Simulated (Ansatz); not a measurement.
Z-matrix (Å, degrees):
```
Al
F 1 1.689
F 1 1.689 2 109.5
F 1 1.689 2 109.5 3 -120.0
F 1 1.689 2 109.5 3 120.0
```

Charge -1, multiplicity 1.

(1) List the ωB97M-V/def2-TZVPPD orbital energies in eV (Ansatz 0.2.0). (Estimate.)

Results:

(1) Ansatz gave: Occupied: -1526.60, -671.10, -671.10, -671.10, -671.09, -111.15, -70.72, -70.72, -70.72, -29.52, -29.07, -29.07, -29.07, -11.13, -9.77, -9.77, -9.77, -8.91, -8.91, -8.67, -8.67, -8.67, -8.00, -8.00, -8.00. Lowest empty: 4.43, 5.83, 5.83, 5.83, 6.01, 6.01, 6.38, 6.38.
